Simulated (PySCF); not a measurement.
Variants of one PySCF input: N2P⁻

Base input, run as `OMP_NUM_THREADS=1 python input.py` with PySCF 2.14:

```python
from pyscf import gto, dft

mol = gto.M(
    atom='P 0 0 0; N 1.5114 0 0; N -1.5114 0 0',
    basis='cc-pvdz-dk',
    charge=-1,
    spin=0,
    verbose=4,
)
mf = dft.RKS(mol, xc='lc_wpbe')
mf = mf.sfx2c1e()
mf.kernel()
mf.stability(internal=True, external=True)
mf.dip_moment()
print('orbital energies (hartree):', mf.mo_energy[..., max(0, mol.nelec[1]-3):mol.nelec[0]+3].round(4))
```

Base result: E(SCF) = -451.456068 Eh, 9 cycles, internal stable; real -> complex stable; RHF/RKS -> UHF/UKS stable. The basis has no diffuse functions, which an anion needs. The dipole of an ion depends on the origin.

It ran on Arm Neoverse N1 (1 thread, shared host) in 29 s, peak memory 0.26 GiB.

Each row names what differs from the base; energies in brackets are changes from the base.

```tsv
change	result	wall time (s)
level shift (hartree): none → 1	E(SCF) = -451.456068 Eh (+0.0000 eV), 18 cycles, internal stable; real -> complex stable; RHF/RKS -> UHF/UKS stable	31
functional: lc_wpbe → pbesol	E(SCF) = -450.404410 Eh, 8 cycles, internal stable; real -> complex stable; RHF/RKS -> UHF/UKS stable	23
basis set: cc-pvdz-dk → sbkjc; core potential: off → on; spin-free X2C: on → off [no diffuse functions for the anion]	E(SCF) = -26.156376 Eh, 9 cycles, internal stable; real -> complex stable; RHF/RKS -> UHF/UKS stable	7.7
basis set: cc-pvdz-dk → def2-tzv2p [unsound on purpose] [no diffuse functions for the anion]	stops with BasisNotFoundError (def2-tzv2p)	0.95
spin (2S): 0 → 4; SCF type: RKS → UKS [a high spin state]	E(SCF) = -451.202531 Eh (+6.8991 eV), 11 cycles, ⟨S²⟩ = 6.072, internal stable; real -> complex unstable	41
charge: -1 → 0; spin (2S): 0 → 1; SCF type: RKS → UKS [another spin of the ion may lie lower]	E(SCF) = -451.349441 Eh (+2.9015 eV), 11 cycles, ⟨S²⟩ = 0.844, μ(SCF) = 0.00 D, internal stable; real -> complex stable	41
PCM solvent, dielectric constant: none → 32.6; step after the SCF: stability → analyze	E(SCF) = -451.558659 Eh (-2.7916 eV), 9 cycles	7.5
geometry: coordinates × 1 → coordinates × 1.5 [stretched restricted solution, likely unstable]	E(SCF) = -451.060314 Eh (+10.7690 eV), 10 cycles, internal unstable; real -> complex unstable; RHF/RKS -> UHF/UKS unstable	28
```
